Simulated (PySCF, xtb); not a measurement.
Bonds broken one at a time in the series silaethenyl-X. All species are isolated molecules in the gas phase. One relaxed conformer stands for each flexible species; it need not be the lowest. Strings in code marks are SMILES.

Quantity: homolytic bond dissociation enthalpy at 298 K (no spin–orbit term), in kcal/mol. Thermal and zero-point terms are GFN2-xTB rigid-rotor harmonic values (xtb).

Level 1: PBE0-D3(BJ)/def2-TZVP (PySCF)
Level 2: ωB97X-D3(BJ)/def2-TZVP // PBE0-D3(BJ)/def2-TZVP (PySCF)
Level 3: M06-2X/6-31G* // PBE0-D3(BJ)/def2-TZVP (PySCF)
Level 4: SVWN5/6-31G* // PBE0-D3(BJ)/def2-TZVP (PySCF)

```json
[
 {"species": "B–Si bond of `B[SiH]=C` (H–B–Si–C torsion 180°), giving `C=[SiH]` and `[BH2]`", "level 1": "90.3", "level 2": "94.3", "level 3": "90.0", "level 4": "105.1"},
 {"species": "C–O bond of `C=[SiH]C(=O)O` (C–Si–C–O torsion 0°, Si–C–O–H torsion -180°), giving `C=[SiH][C]=O` (C–Si–C–O torsion 104°) and `[OH]`", "level 1": "96.7", "level 2": "99.1", "level 3": "103.2", "level 4": "126.1"},
 {"species": "Si–O bond of `C=[SiH]O` (C–Si–O–H torsion 0°), giving `C=[SiH]` and `[OH]`", "level 1": "120.1", "level 2": "124.8", "level 3": "118.8", "level 4": "137.9"},
 {"species": "Si–O bond of `C=[SiH]OC` (C–Si–O–C torsion 0°), giving `C=[SiH]` and `C[O]`", "level 1": "104.6", "level 2": "110.8", "level 3": "105.4", "level 4": "116.5"},
 {"species": "C–C bond of `C=[SiH]C(C)=O` (C–Si–C–O torsion 0°), giving `C=[SiH][C]=O` (C–Si–C–O torsion 104°) and `[CH3]`", "level 1": "70.1", "level 2": "74.0", "level 3": "76.1", "level 4": "89.9"},
 {"species": "S–C bond of `C=[SiH]SC` (C–Si–S–C torsion 0°), giving `C=[SiH][S]` and `[CH3]`", "level 1": "54.5", "level 2": "57.9", "level 3": "57.1", "level 4": "73.0"},
 {"species": "Si–C bond of `C=[SiH]C=O` (C–Si–C–O torsion 0°), giving `C=[SiH]` and `[CH]=O`", "level 1": "67.9", "level 2": "71.1", "level 3": "69.7", "level 4": "81.4"},
 {"species": "O–C bond of `C=[SiH]OC` (C–Si–O–C torsion 0°), giving `C=[SiH][O]` and `[CH3]`", "level 1": "62.1", "level 2": "64.0", "level 3": "68.4", "level 4": "83.9"}
]
```
